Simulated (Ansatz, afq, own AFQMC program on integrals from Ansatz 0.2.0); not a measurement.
Where AFQMC and coupled cluster stand for CH$_{3}$B, triplet

```xyz
5

B     0.0000    0.0504    0.7398
C     0.0000   -0.1015   -0.7490
H     0.0000    1.1489    1.2274
H     0.0000   -0.9087    1.4552
H     0.0000    0.4289   -1.6923
```

Connectivity, by distances: BH2–CH.

Basis cc-pVDZ. Noble-gas cores (and the filled d shells of Ga–Kr and In–Xe) are frozen. AFQMC by an in-house program on the Cholesky factors that Ansatz 0.2.0 writes for its CCSD(T) run. ph-AFQMC/CISD is guided by a CISD state made of CCSD amplitudes; releasing the constraint for a short imaginary time cuts its bias at the price of noise, slowly where states lie close. Free projection: walkers drawn from exp(T), propagated without any constraint. Its projection time is finite, and what remains of the start isn't in its error. Uncertainties: one standard error, sampling alone.

Determinant: UHF, the one that the program's search chose, which needn't be the lowest solution. The geometry is a point of a scan.

No full CI on the walks' own integrals is used here; CCSDT(Q) serves as the reference and is uncertain by about the last step of the cluster series.

Cautions: lower spins were not checked.

The T1 diagnostic is 0.0172 and the weight of the determinant in the CISD state is 0.906. The ⟨S²⟩ of the determinant is 2.015 and the size of the correlated space is 10 electrons in 41 orbitals.

| level | correlation energy (eV) |
| --- | --- |
| MP2 | -4.5602 |
| CCSD | -5.5270 |
| CCSD(T) | -5.6482 |

**Question.** Estimate where AFQMC with the constraint released lies against CCSD(T) on the same integrals.

**Answer.** 0.75 ± 0.42 mEh below CCSD(T). The gap is under twice the noise, so this walk alone can't tell the two apart.

Reference: CCSDT(Q), correlation energy -5.678 eV. The released energy is read at 2.40 1/Eh (meV from the phaseless value at times in 1/Eh: 13 ± 10 at 0.24, 10 ± 8 at 0.51, 10 ± 8 at 0.99, 24 ± 10 at 1.62, 16 ± 11 at 2.40).

```tsv
level	E − E(reference) (mEh)	share of correlation (%)
CCSD(T)	1.09	99.48
CCSDT	0.19	99.91
ph-AFQMC/CISD	-0.25 ± 0.36	100.12
released AFQMC	0.35 ± 0.42	99.83
free AFQMC	-0.17 ± 0.35	100.08
```

Free projections are given only where their last times agree within the noise and don't stop above the reference; a slow remainder of the start can still hide under it. A walk keeps the symmetry of its determinant, which the program's search chose and which needn't be the lowest solution, so a lower state of the same spin and another symmetry isn't excluded. Released energies are given only where the last usable release times agree within the noise; a slower fall can still hide under it.
